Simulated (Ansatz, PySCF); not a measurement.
Reaction (SMILES): CCN [ethanamine] + H+ → CC[NH3+]
Structures are relaxed separately at B3LYP-D3(BJ)/def2-TZVP in Ansatz (a first-principles code), one conformer each, not searched for the lowest.
Geometry of the first species:
```xyz
10

C      1.2101    -0.3675    -0.0020
C      0.0059     0.5734    -0.0002
N     -1.3057    -0.0740     0.0024
H      2.1508     0.1897    -0.0039
H      1.2028    -1.0109     0.8816
H      1.1996    -1.0116    -0.8851
H      0.0502     1.2284    -0.8744
H      0.0533     1.2290     0.8732
H     -1.4054    -0.6706     0.8165
H     -1.4083    -0.6712    -0.8110
```

Property: proton affinity (electronic energy difference), positive where the reaction releases energy, in kJ/mol. Correlated levels leave the core frozen unless marked. Spin-orbit coupling is left out. No relativistic terms. CBS marks a two-point X^-3 extrapolation of the correlation energy; Hartree-Fock from the larger set. [CCSD(T)-MP2]/basis is that difference in the basis named.

RI-MP2/CBS(cc-pVTZ,cc-pVQZ)+[CCSD(T)-MP2]/cc-pVTZ (Ansatz) gives 947.6 kJ/mol.

Task: Another calculation gave 948.6 kJ/mol. Which level was it?
(A) revPBE/def2-TZVPD (Ansatz)
(B) HF/def2-TZVPD (PySCF)
(C) wB97M-V/def2-TZVPD (Ansatz)
(D) SVWN5/def2-TZVPD (Ansatz)

Result: A, revPBE/def2-TZVPD (Ansatz). The others give 934.3 (wB97M-V), 917.7 (SVWN5), 965.4 (HF) kJ/mol.
